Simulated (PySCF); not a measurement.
# The bond of SiC, level by level

One job finds the state of SiC, follows it along the bond with each method and fits the curves.

Computed with PySCF 2.14.0. Level: Si aug-pcseg-1, C aug-pcseg-1, no relativity.

1 further run of the same task is left out (it didn't finish).

### Step 1. Input

A driver script around PySCF takes these settings:

```
atoms                         : Si, C
charge                        : 0
basis                         : Si aug-pcseg-1, C aug-pcseg-1
Hamiltonian                   : no relativity
basis functions               : 50
electrons treated             : 20
masses in u                   : 27.9769, 12.0000
levels                        : PBE0, PBE, r²SCAN, BHandHLYP, BLYP, LC-ωPBE, HF, MP2, SCS-MP2
grid                          : 80 radial by 434 angular points
occupations                   : held fixed by the projection of orbital angular momentum
dissociation limit            : Si + C, each in its ground configuration
starting distance in angstrom : 1.825
values of 2S to try           : 0, 2, 4
```

The run is started by

```sh
$ OMP_NUM_THREADS=1 python dia.py task.json out
```

The runs that follow: First curve: PBE0; Excited determinants; PBE; r²SCAN; BHandHLYP; BLYP (GGA); LC-ωPBE (range-separated hybrid); ROHF.

What does the calculation give? Wanted: for each run, Re; ωe; De; μ.

The runs gave:

Lowest PBE0 solution found, without spin–orbit coupling: ³Π (triplet), unpaired electrons σ ↑, π ↑. State 2 has its PBE0 minimum 0.28 eV higher. State 3 has its PBE0 minimum 0.30 eV higher, as a spin-mixed determinant (⟨S²⟩ = 1.02), so this is no gap between pure states. State 4 has its PBE0 minimum 0.57 eV higher, as a spin-mixed determinant (⟨S²⟩ = 1.00), so this is no gap between pure states. The other levels ran on the lowest alone.

```tsv
level	Re (Å)	ωe (cm⁻¹)	De (eV)	μ (D)
ROHF	1.683	1106	2.21	-1.31
ROHF-MP2	1.729	990	3.92	n/a
ROHF-SCS-MP2	1.727	991	3.72	n/a
PBE	1.737	951	4.70	-1.67
BLYP	1.742	931	4.44	-1.78
r²SCAN	1.723	977	4.43	-1.40
PBE0	1.717	992	4.30	-1.55
BHandHLYP	1.706	991	3.75	-1.58
LC-ωPBE	1.700	1010	4.00	-1.39
```

De is counted to Si + C in their ground configurations. A positive dipole means Si(−)C(+).

**Reading.** The methods spread over 0.059 Å in bond length, from ROHF to BLYP. Among the levels with a De in the table, it runs from 2.21 eV (ROHF) to 4.70 eV (PBE).

Correlated steps freeze 6 core orbitals.
